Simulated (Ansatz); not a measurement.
CH₃, quartet: reading a ladder of total energies

Geometry: that of the CH3, doublet, kept fixed. The doublet lies 11.9 eV lower here.

```yaml
atoms:
  - { symbol: C, position_ang: [0.0000, 0.0000, 0.0000] }
  - { symbol: H, position_ang: [1.0799, 0.0140, -0.0003] }
  - { symbol: H, position_ang: [-0.5521, 0.9282, -0.0027] }
  - { symbol: H, position_ang: [-0.5278, -0.9423, 0.0031] }
```

Basis 6-31G; Ansatz 0.2.0. Only valence electrons are correlated (noble-gas cores frozen), which leaves 7 electrons in 14 orbitals. R marks a restricted (for open shells ROHF) determinant.

Full CI is exact within this basis and frozen core; it isn't the basis-set limit.

The cluster runs stand on a determinant 0.49 eV above the lowest RHF solution, chosen by trial CCSD; the correlation energy below is counted from it.

Runs differ by some tens of microhartree through their thresholds and, for an open shell, their frozen cores, so steps under 0.03 kcal/mol mean nothing.

```json
{"level": "RHF determinant under the cluster runs", "total energy (hartree)": "-39.099783"}
{"level": "RMP2", "total energy (hartree)": "-39.171761"}
{"level": "RCCSD", "total energy (hartree)": "-39.199274"}
{"level": "RCCSD(T)", "total energy (hartree)": "-39.202445"}
{"level": "RCCSDT", "total energy (hartree)": "-39.203676"}
{"level": "RCCSDT(Q)", "total energy (hartree)": "-39.203824"}
{"level": "RCCSDTQ", "total energy (hartree)": "-39.203846"}
{"level": "full CI", "total energy (hartree)": "-39.203849"}
```

Problem. What is the correlation energy at full CI, and what share of it do RMP2 and RCCSD recover?

Solution. E(corr) = -39.203849 − (-39.099783) = -0.104066 hartree = -2.832 eV. RMP2: -0.071978 / -0.104066 = 69.17 %. RCCSD: -0.099491 / -0.104066 = 95.60 %.

Problem. By how many kcal/mol does RCCSD(T) miss full CI (1 hartree = 627.509 kcal/mol), and which steps make up the rest?

Solution. -39.202445 − (-39.203849) = 0.001404 hartree = 0.88 kcal/mol. Steps: RCCSDT − RCCSD(T) = -0.77, RCCSDT(Q) − RCCSDT = -0.09, RCCSDTQ − RCCSDT(Q) = -0.01, full CI − RCCSDTQ = 0.00 kcal/mol. With more than one leading determinant such errors change with state and geometry, and needn't cancel in differences.
